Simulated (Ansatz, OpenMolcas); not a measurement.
## SiHCl: a line through the functionals

SiHCl has 3 atoms, charge 0, and is taken as a singlet. SMILES: `[SiH]Cl`. The coordinates come from a PBE0-D4/def2-TZVP relaxation.

The HOMO–LUMO gap y, in eV, basis cc-pVTZ; a is the functional's share of exact exchange. Programs: Ansatz 0.2.0, OpenMolcas 26.06.

| functional | program | a | y (eV) |
| --- | --- | --- | --- |
| TPSS | OpenMolcas | 0 | 2.32 |
| r2SCAN | Ansatz | 0 | 2.41 |
| B3LYP | Ansatz | 0.2 | 3.67 |
| r2SCAN0 | Ansatz | 0.25 | 4.21 |
| PBE0 | Ansatz | 0.25 | ? |
| BHLYP | Ansatz | 0.5 | 5.97 |

Q: Fit y = c + s·a to the known rows and predict PBE0.

A: 
1. Means of the 5 rows: a = 0.1900, y = 3.716.
2. Σ(Δa)² = 0.172, Σ(Δa·Δy) = 1.2413, so the slope is 1.2413/0.172 = 7.2169.
3. Intercept: 3.716 − (7.2169) × 0.1900 = 2.345. The largest residual of the fit is 0.12.
4. PBE0: 2.345 + (7.2169) × 0.25 = 4.15 eV.

The run gave 4.02 eV, so the prediction is off by +0.13 eV, about the largest residual. Exact exchange lowers occupied levels and raises empty ones.
